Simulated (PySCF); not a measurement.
LiSi⁺: from constants to spectrum

UHF-CCSD(T) constants of LiSi⁺, ³Π (triplet), unpaired electrons σ ↑, π ↑ (basis Li 6-31G(d,p), Si 6-31G(d,p); no relativity; PySCF 2.14; masses 7.0160 and 27.9769 u):

- ωe: 285.9 cm⁻¹
- ωexe: 2.99 cm⁻¹
- Be: 0.39221 cm⁻¹
- αe: 0.00584 cm⁻¹
- D (centrifugal): 2.95e-06 cm⁻¹
- De to Li⁺ + Si: 0.77 eV

**Question.** Give the vibrational terms G(v) and spacings up to v = 6.

**Answer.** G(v) = ωe(v+½) − ωexe(v+½)².

```json
{"v": "0", "G(v) (cm⁻¹)": "142", "G(v) − G(v−1)": "", "Bv (cm⁻¹)": "0.3893"}
{"v": "1", "G(v) (cm⁻¹)": "422", "G(v) − G(v−1)": "280", "Bv (cm⁻¹)": "0.3835"}
{"v": "2", "G(v) (cm⁻¹)": "696", "G(v) − G(v−1)": "274", "Bv (cm⁻¹)": "0.3776"}
{"v": "3", "G(v) (cm⁻¹)": "964", "G(v) − G(v−1)": "268", "Bv (cm⁻¹)": "0.3718"}
{"v": "4", "G(v) (cm⁻¹)": "1226", "G(v) − G(v−1)": "262", "Bv (cm⁻¹)": "0.3659"}
{"v": "5", "G(v) (cm⁻¹)": "1482", "G(v) − G(v−1)": "256", "Bv (cm⁻¹)": "0.3601"}
{"v": "6", "G(v) (cm⁻¹)": "1732", "G(v) − G(v−1)": "250", "Bv (cm⁻¹)": "0.3543"}
```

**Question.** How well does the Morse estimate ωe²/(4ωexe) reproduce De, and what is D0?

**Answer.** It gives 0.85 eV, 110 % of the computed De. D0 = De − G(0) = 0.77 − 0.02 = 0.75 eV.

Correlated steps freeze 5 core orbitals. Correlated levels converge slowly with the basis: in double zeta they bind strong bonds too weakly, by up to about 1 eV, and carry superposition errors of some tenths. For an ion De counts to the pair picked by the measured ionisation energies or electron affinities, which need not be the lowest pair at this level. The state was picked by a PBE0 search and need not be the measured ground state.
